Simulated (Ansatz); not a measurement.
# BHCl (quartet): from Hartree-Fock to the top rungs, def2-TZVPP

An exercise on one series of results from a longer session: the logs are not shown, and one member is left open.

Method: def2-TZVPP, core rule «outside noble gas», up to 6 orbitals frozen; program: Ansatz 0.2.0, Gaussian basis.

To be run: UHF; ROHF; CCSD(T) on UHF.

2 further runs of the same task are left out: 2 set aside as unsound or not needed.

## What is computed

The geometry is a PBE0/def2-TZVP stationary point (not a proven minimum) of the parent state, kept for this charge and spin.

3 atoms, charge 0, spin multiplicity 4.

Atoms are counted from 1 here; the program's logs count them from 0.

Bond lengths: B1–Cl2 1.710 Å, B1–H3 1.193 Å. Angles: Cl2–B1–H3 123.6°.

Geometry (Å):

```
B     0.00000   -0.18611    1.25465
Cl    0.00000    0.03646   -0.44055
H     0.00000    0.71374    2.03857
```

The first run:

Input file in.yaml:

```yaml
crystal:
  periodic: [false, false, false]
  atoms:
    - {symbol: B, position_ang: [0.000000, -0.186113, 1.254645]}
    - {symbol: Cl, position_ang: [0.000000, 0.036461, -0.440547]}
    - {symbol: H, position_ang: [0.000000, 0.713740, 2.038566]}
basis:
  gaussian: {orbitals: def2-TZVPP}
magnetization: {spin_polarized: true, initial_magnetization: 3}
hamiltonian: {xc: hf}
output: {orbitals: {seedname: orbitals}}
```

Command:

```
ansatz run in.yaml --threads 1 --pin off --events-out ev --progress --plain --max-ram 4096MiB --backend cpu
```

Among the steps run: UHF; ROHF; CCSD(T) on UHF.

One of the session's tables, all rows but one given; the rest of the session is left out.

| method | from UCCSD(T) (kcal/mol) |
| --- | --- |
| ROHF | +184.63 |
| UHF | +179.97 |
| UMP2 | +31.17 |
| UCCSD | ? |
| UCCSD(T) | 0 |

**Question.** Estimate the row for UCCSD.

The run gave: from UCCSD(T) (kcal/mol): +7.40. In the column «from UCCSD(T) (kcal/mol)» it lies between UCCSD(T) (0) and UMP2 (+31.17).
